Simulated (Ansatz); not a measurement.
`C=C=C(C)F`. Charge 0, multiplicity 1.

```csv
atom,x (Å),y (Å),z (Å)
C1,0.447,-1.988,0.573
C2,0.331,-0.837,-0.018
C3,0.195,0.329,-0.581
C4,-0.545,1.502,-0.058
F5,0.770,0.564,-1.784
H6,-0.269,-2.788,0.404
H7,1.268,-2.198,1.254
H8,0.130,2.355,0.056
H9,-0.990,1.270,0.909
H10,-1.336,1.792,-0.755
```

**Question.** What are the harmonic wavenumbers in cm⁻¹ at PBE0-D4/def2-TZVP (Ansatz, finite differences of forces, unscaled)? (Estimate.)

**Answer.** The calculation gave: 182, 193, 253, 390, 475, 619, 653, 777, 933, 997, 1024, 1057, 1226, 1325, 1407, 1462, 1467, 1508, 2105, 3050, 3112, 3126, 3164, 3200.

**Question.** Is this a minimum?

**Answer.** Yes, all 24 modes are real.

**Question.** Give the ideal-gas thermochemistry at 298.15 K and 1 bar (rigid rotor, harmonic oscillator; point group Cs, symmetry number 1).

**Answer.** Zero-point energy 201.6 kJ/mol; H(298) − E = 218.8 kJ/mol; entropy 309.0 J/(mol·K), of which translation 162.2, rotation 107.3, vibration 39.5; G(298) − E = 126.7 kJ/mol.
